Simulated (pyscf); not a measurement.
A first-order saddle from PySCF, ωB97X-D3(BJ)/def2-SVP:

```xyz
10

P     -1.2164    -0.8389     0.2421
P     -2.2516     0.7490     1.4355
H     -1.1191     0.7017    -0.7777
H     -2.2983    -1.0858    -0.6483
H     -2.1266     0.0949     2.6981
H     -1.0687     1.5160     1.6393
P      0.5107    -0.3287    -1.7028
H     -0.6498     0.9969    -1.5447
H      1.8202    -0.7314    -2.2225
H      1.1155     0.4302    -0.6691
```
Charge 0, spin multiplicity 1.

Surface: singlet, charge 0. Lowest wavenumbers (cm⁻¹): 1529i, 71, 127, 219, 230.

Problem. Name the species on either side of this saddle.

Solution. H₂P–PH₂ + PH₃ <-> H₂P–PH–PH₂ + H₂, a four-centre exchange read from left to right: H–P, H–P broken and P–P, H–H formed. At ωB97M-D3(BJ)/def2-TZVP it lies +75.4 kcal/mol from the left side and +70.9 kcal/mol from the right (each side as separated species at their lowest minima found). From the product side, PH₂• + •HP–PH₂ + H₂ lies, by one bond made or cut, 11.9 kcal/mol under this saddle at ωB97M-D3(BJ)/def2-TZVP. The same reactants have a lower exit, to PH₂• + PH₂• + PH₃ (no saddle counted: cutting one bond costs +62.2 kcal/mol at ωB97M-D3(BJ)/def2-TZVP, against +75.4 kcal/mol here). This is the saddle that the search found; another between the same sides may lie lower.
